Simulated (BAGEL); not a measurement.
# C3H3FS (SMILES C=C1SC1F) at HF/3-21G (density fitting with qzvpp-jkfit)

What is the energy change on altering one bond length of C3H3FS at HF/3-21G (density fitting with qzvpp-jkfit)? 

The calculation is run with BAGEL 1.2.2.

25 further runs of the same task are left out: 25 set aside as unsound or not needed.

## (1) The system as given

The species is C3H3FS (8 atoms), meant as a singlet with charge 0. As SMILES, `C=C1SC1F`. The shape is that of a PBE0-D4/def2-TZVP optimisation.

Bond lengths: C1–C2 1.318 Å, C2–S3 1.735 Å, C2–C4 1.442 Å, S3–C4 1.820 Å, C4–F5 1.351 Å, C1–H6 1.083 Å, C1–H7 1.082 Å, C4–H8 1.086 Å. Some angles: C1–C2–S3 145.0°, C1–C2–C4 145.8°, S3–C2–C4 69.2°, C2–S3–C4 47.8°, C2–C4–S3 63.0°, C2–C4–F5 119.1°, S3–C4–F5 118.0°, C2–C1–H6 119.8°, C2–C1–H7 121.7°, C2–C4–H8 121.9°.

## (2) The energy at HF/3-21G (density fitting with qzvpp-jkfit)

input.json

```json
{ "bagel": [

{
  "title": "molecule",
  "basis": "3-21g",
  "df_basis": "qzvpp-jkfit",
  "angstrom": true,
  "geometry": [
    { "atom": "C", "xyz": [      -0.031500,       1.391600,       0.301800 ] },
    { "atom": "C", "xyz": [       0.314700,       0.155900,      -0.000300 ] },
    { "atom": "S", "xyz": [       1.613000,      -0.867900,      -0.524600 ] },
    { "atom": "C", "xyz": [      -0.139400,      -1.203000,      -0.166100 ] },
    { "atom": "F", "xyz": [      -0.953200,      -1.501200,      -1.202400 ] },
    { "atom": "H", "xyz": [      -1.053900,       1.611100,       0.585100 ] },
    { "atom": "H", "xyz": [       0.679900,       2.206300,       0.267300 ] },
    { "atom": "H", "xyz": [      -0.337300,      -1.850000,       0.683400 ] }
  ]
},

{ "title": "hf" },

{ "title": "print", "file": "orbitals.molden", "orbitals": true }

]}
```

Started as:

```console
$ BAGEL_NUM_THREADS=1 BAGEL input.json > input.out
```

The program printed:

```text
* using 1 threads per process

  ===============================================================
  ===============================================================

  *** Geometry ***

  { "atom" : "C", "xyz" : [     -0.059526,      2.629743,      0.570319 ] },
  { "atom" : "C", "xyz" : [      0.594697,      0.294608,     -0.000567 ] },
  { "atom" : "S", "xyz" : [      3.048128,     -1.640093,     -0.991350 ] },
  { "atom" : "C", "xyz" : [     -0.263428,     -2.273341,     -0.313884 ] },
  { "atom" : "F", "xyz" : [     -1.801287,     -2.836857,     -2.272207 ] },
  { "atom" : "H", "xyz" : [     -1.991582,      3.044538,      1.105679 ] },
  { "atom" : "H", "xyz" : [      1.284825,      4.169303,      0.505124 ] },
  { "atom" : "H", "xyz" : [     -0.637405,     -3.495993,      1.291439 ] },

  Number of auxiliary basis functions:      484

  Since a DF basis is specified, we compute 2- and 3-index integrals:
    o Being stored without compression. Storage requirement is 0.012 GB

  Number of basis functions:       55
  Number of electrons      :       46

    * METHOD: MOLECULE                             0.29

  *** RHF ***

  === Nuclear Repulsion ===
   208.5884852148

      * DIIS with orbital gradients will be used.

  === RHF iteration (3-21g) ===
      0       -608.95743574          0.02021273           0.06
      1       -609.04311671          0.01183758           0.06
      2       -609.07239760          0.00181727           0.06
      3       -609.07426007          0.00052207           0.06
      4       -609.07440521          0.00018912           0.06
      5       -609.07444525          0.00005461           0.06
      6       -609.07444816          0.00001635           0.06
      7       -609.07444831          0.00000633           0.06
      8       -609.07444834          0.00000190           0.06
      9       -609.07444834          0.00000086           0.06
     10       -609.07444834          0.00000031           0.06
     11       -609.07444834          0.00000012           0.06
     12       -609.07444834          0.00000005           0.06
     13       -609.07444834          0.00000002           0.06
     14       -609.07444834          0.00000001           0.06
    * SCF iteration converged.

    * Permanent dipole moment:
           (    0.241337,    -0.424267,    -0.795091) a.u.

    * METHOD: HF                                   1.03

    * METHOD: PRINT                                0.01

  ===============================================================
```

It took 1.5 s on 1 thread of Arm Neoverse N1, shared host.

## (3) The distorted shape at the same level

calc.json

```json
{ "bagel" : [

{
  "title" : "molecule",
  "basis" : "3-21g",
  "df_basis" : "qzvpp-jkfit",
  "angstrom" : "true",
  "geometry" : [
    { "atom" : "C", "xyz" : [      -0.001818,       1.488641,       0.174386 ] },
    { "atom" : "C", "xyz" : [       0.344382,       0.252941,      -0.127714 ] },
    { "atom" : "S", "xyz" : [       1.642682,      -0.770859,      -0.652014 ] },
    { "atom" : "C", "xyz" : [      -0.109718,      -1.105959,      -0.293514 ] },
    { "atom" : "F", "xyz" : [      -0.923518,      -1.404159,      -1.329814 ] },
    { "atom" : "H", "xyz" : [      -1.024218,       1.708141,       0.457686 ] },
    { "atom" : "H", "xyz" : [       0.709582,       2.303341,       0.139886 ] },
    { "atom" : "H", "xyz" : [      -0.337300,      -1.850000,       0.683400 ] }
  ]
},

{
  "title" : "hf"
},

{
  "title" : "print",
  "file" : "orbitals.molden",
  "orbitals" : "true"
}

]}
```

Started as:

```console
$ BAGEL_NUM_THREADS=1 BAGEL calc.json > calc.out
```

The program printed:

```text
* using 1 threads per process

  ===============================================================
  ===============================================================

  *** Geometry ***

  { "atom" : "C", "xyz" : [     -0.003436,      2.813124,      0.329542 ] },
  { "atom" : "C", "xyz" : [      0.650788,      0.477989,     -0.241344 ] },
  { "atom" : "S", "xyz" : [      3.104219,     -1.456712,     -1.232128 ] },
  { "atom" : "C", "xyz" : [     -0.207337,     -2.089960,     -0.554661 ] },
  { "atom" : "F", "xyz" : [     -1.745196,     -2.653476,     -2.512984 ] },
  { "atom" : "H", "xyz" : [     -1.935492,      3.227919,      0.864901 ] },
  { "atom" : "H", "xyz" : [      1.340916,      4.352684,      0.264346 ] },
  { "atom" : "H", "xyz" : [     -0.637405,     -3.495993,      1.291439 ] },

  Number of auxiliary basis functions:      484

  Since a DF basis is specified, we compute 2- and 3-index integrals:
    o Being stored without compression. Storage requirement is 0.012 GB

  Number of basis functions:       55
  Number of electrons      :       46

    * METHOD: MOLECULE                             0.29

  *** RHF ***

  === Nuclear Repulsion ===
   207.7783835281

      * DIIS with orbital gradients will be used.

  === RHF iteration (3-21g) ===
      0       -608.93637241          0.02057303           0.06
      1       -609.02405355          0.01234370           0.06
      2       -609.05561152          0.00184219           0.06
      3       -609.05758862          0.00055264           0.06
      4       -609.05774964          0.00019656           0.06
      5       -609.05779290          0.00005758           0.06
      6       -609.05779617          0.00001738           0.06
      7       -609.05779634          0.00000678           0.06
      8       -609.05779638          0.00000211           0.06
      9       -609.05779639          0.00000090           0.06
     10       -609.05779639          0.00000034           0.06
     11       -609.05779639          0.00000014           0.06
     12       -609.05779639          0.00000006           0.06
     13       -609.05779639          0.00000002           0.06
     14       -609.05779639          0.00000001           0.06
    * SCF iteration converged.

    * Permanent dipole moment:
           (    0.226614,    -0.441860,    -0.782537) a.u.

    * METHOD: HF                                   1.07

    * METHOD: PRINT                                0.01

  ===============================================================
```

Run time: 1.5 s. Hardware: 1 thread of Arm Neoverse N1, shared host.

## (4) Outcome

At HF/3-21G (density fitting with qzvpp-jkfit):

| quantity | value |
| --- | --- |
| first shape: total energy | -609.07445 Eh |
| first shape: dipole moment | 2.37 D |
| first shape: HOMO energy | -9.39 eV |
| first shape: LUMO energy | 3.70 eV |
| first shape: HOMO–LUMO gap | 13.09 eV |
| distorted shape: total energy | -609.05780 Eh |
| distorted shape: dipole moment | 2.36 D |
| distorted shape: HOMO energy | -9.40 eV |
| distorted shape: LUMO energy | 3.60 eV |
| distorted shape: HOMO–LUMO gap | 13.00 eV |
| energy change with the C4–H8 bond stretched from 1.086 to 1.249 Å | 0.453 eV |

In words: With the C4–H8 bond stretched from 1.086 to 1.249 Å the energy rises by 0.45 eV (43.7 kJ/mol). The first shape isn't relaxed at this level, so the change isn't measured from a minimum.
